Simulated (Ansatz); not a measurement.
A nudged elastic band was laid between two geometries of C$_{3}$H$_{9}$NO$_{2}$ (15 atoms, charge 0, multiplicity 1).

Level of theory: RKS PBE0-D4/def2-SVP in Ansatz 0.2.0.

```
movable images  : 9
climbing image  : yes
spring          : 5.0 eV/Å²
optimiser       : quadratic models (default)
start path      : IDPP
force threshold : 0.05 eV/Å
iteration limit : 49
end points      : relaxed
```

First end point:

```xyz
15
Properties=species:S:1:pos:R:3
C 0.082 -2.341 0.045
C 0.655 -0.945 0.047
O -0.395 -0.026 -0.132
C -0.001 1.308 -0.097
N -1.180 2.056 -0.405
O 0.493 1.703 1.135
H -0.435 -2.549 -0.904
H 0.880 -3.087 0.177
H -0.645 -2.460 0.862
H 1.402 -0.830 -0.766
H 1.181 -0.736 0.995
H 0.853 1.452 -0.797
H -1.685 1.622 -1.174
H -0.944 3.010 -0.663
H -0.285 1.773 1.707
```

Last end point:

```xyz
15
Properties=species:S:1:pos:R:3
C 0.095 -2.327 0.005
C 0.682 -0.938 0.007
O -0.344 -0.014 -0.270
C 0.038 1.318 -0.203
N -1.038 2.057 -0.773
O 0.386 1.683 1.108
H -0.365 -2.552 -0.968
H 0.874 -3.077 0.204
H -0.682 -2.420 0.778
H 1.480 -0.851 -0.758
H 1.146 -0.706 0.983
H 0.967 1.499 -0.778
H -1.928 1.716 -0.413
H -0.943 3.045 -0.554
H -0.390 1.517 1.660
```

(1) Which bonds break or form, and what moves?

(2) Give the energies along the band, and the barrier.

(3) What is the geometry of the highest image?

(4) What are the harmonic wavenumbers there?

The band took 5 iterations and roughly 4 core-minutes.

## Answers

(1) No bond is made or broken. The height of N5 over the plane of its neighbours goes from -0.36 to 0.37 Å.

(2) It converged. The highest image is number 5 of 0 to 10, 0.168 eV above the first end and 0.106 eV above the last; the last end lies 0.063 eV above the first. A vibrational analysis at the climbing image gives one clearly imaginary mode, 586i cm⁻¹: a first-order saddle point.

```tsv
image	path coordinate (Å)	energy (eV)	height of N5 over the plane of its neighbours (Å)
0	0.00	0.000	-0.36
1	0.14	0.002	-0.36
2	0.28	0.012	-0.34
3	0.41	0.058	-0.24
4	0.55	0.133	-0.11
5	0.69	0.168	0.03
6	0.82	0.142	0.16
7	0.94	0.095	0.28
8	1.07	0.071	0.35
9	1.20	0.064	0.36
10	1.32	0.063	0.37
```

(3) 
```xyz
15
Properties=species:S:1:pos:R:3
C 0.076 -2.329 0.022
C 0.678 -0.946 0.026
O -0.344 -0.011 -0.223
C 0.057 1.319 -0.142
N -1.046 2.062 -0.603
O 0.458 1.676 1.151
H -0.401 -2.545 -0.945
H 0.851 -3.088 0.205
H -0.690 -2.419 0.807
H 1.465 -0.861 -0.751
H 1.159 -0.726 0.996
H 0.980 1.474 -0.743
H -1.900 1.578 -0.826
H -1.012 3.067 -0.621
H -0.353 1.697 1.677
```

(4) 586i, 63, 115, 199, 223, 268, 365, 429, 474, 606, 640, 819, 880, 997, 1035, 1119, 1175, 1183, 1209, 1238, 1294, 1308, 1366, 1394, 1447, 1452, 1456, 1478, 1514, 1567, 2982, 3005, 3064, 3076, 3164, 3167, 3680, 3825, 3826 cm⁻¹.

The run took 110 s on 2 threads of Intel(R) Xeon(R) 6975P-C (Granite Rapids), with other jobs on the host, peak memory 0.34 GiB.
